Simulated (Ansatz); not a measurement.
I need a ladder of methods at one geometry of C2H7NS, SMILES CSCN. Use Ansatz's Python interface. Use (for the species named): HSE06, cc-pVDZ basis, multiplicity 1. The script varies functional: hse06, revpbe, r2scan0, hf, pbe, lc_wpbe.

`run_methods.py`:
```python
from pathlib import Path

import ansatz as az
import numpy as np
from rdkit import Chem
from rdkit.Chem import AllChem

BASIS_SET = "cc-pVDZ"

rd = Chem.AddHs(Chem.MolFromSmiles("CSCN"))
AllChem.EmbedMolecule(rd, randomSeed=849)
AllChem.UFFOptimizeMolecule(rd)
molecule = az.Crystal.molecule()
for atom, xyz in zip(rd.GetAtoms(), rd.GetConformer().GetPositions()):
    molecule = molecule.atom(atom.GetSymbol(), xyz.round(5).tolist())

model = (
    molecule.calculation()
    .basis(gaussian=BASIS_SET)
    .accuracy("high")
    .scf(lower_state_search="off")
)

print("functional    E (Ha)        dipole (D)   HOMO (eV)  LUMO (eV)")
for name in ["hse06", "revpbe", "r2scan0", "hf", "pbe", "lc_wpbe"]:
    rep = model.functional(name).forces().orbitals().run(threads=1, runs_dir="runs").report
    lines = Path(rep["orbitals_path"]).read_text().splitlines()
    field_of = lambda key: [line.split("=")[1].strip() for line in lines if line.startswith(key)]
    orbitals = [(27.211386 * float(e), s, float(n)) for e, s, n in zip(field_of("Ene="), field_of("Spin="), field_of("Occup="))]
    homo = max(e for e, _, n in orbitals if n > 0.5)
    lumo = min(e for e, _, n in orbitals if n < 0.5)
    dipole = 4.803205 * np.linalg.norm(rep["charge_distribution"]["dipole_moment_e_ang"])
    print(f"{name:10s} {rep['free_energy_ev'] / 27.211386246:14.6f} {dipole:9.3f} {homo:11.3f} {lumo:10.3f}")
```

Running `python run_methods.py` prints:
```text
functional    E (Ha)        dipole (D)   HOMO (eV)  LUMO (eV)
hse06         -533.040765     2.549      -5.730      0.569
revpbe        -533.241365     2.401      -4.819      0.056
r2scan0       -533.229562     2.622      -6.312      1.143
hf            -531.777284     2.735      -9.083      4.414
pbe           -533.000031     2.411      -4.835     -0.019
lc_wpbe       -533.159860     2.650      -8.901      3.348
```

The settings weren't tested for convergence. The geometry is a force-field or estimated start, not a minimum of this method, and the basis set is short of its limit. A lower total doesn't mark the better method: functionals have no common bound, and MP2 and coupled cluster aren't variational. Levels such as HOMO and LUMO are orbital energies: with these approximate functionals they aren't the ionisation energy and electron affinity, and their gap isn't the fundamental gap. For Al to Cl the sets with a tight d function, cc-pV(X+d)Z, are usual. hse06 follows the composition of plane-wave codes, whose totals differ by tens of mHa, up to about 0.1 Ha, from the form usual in Gaussian-basis programs (wpbeh). It ran for 52 s on 1 thread of Arm Neoverse V2 (shared host), peak memory 0.43 GiB.

(Lines on the test bed's own set-up are left out of the output.)
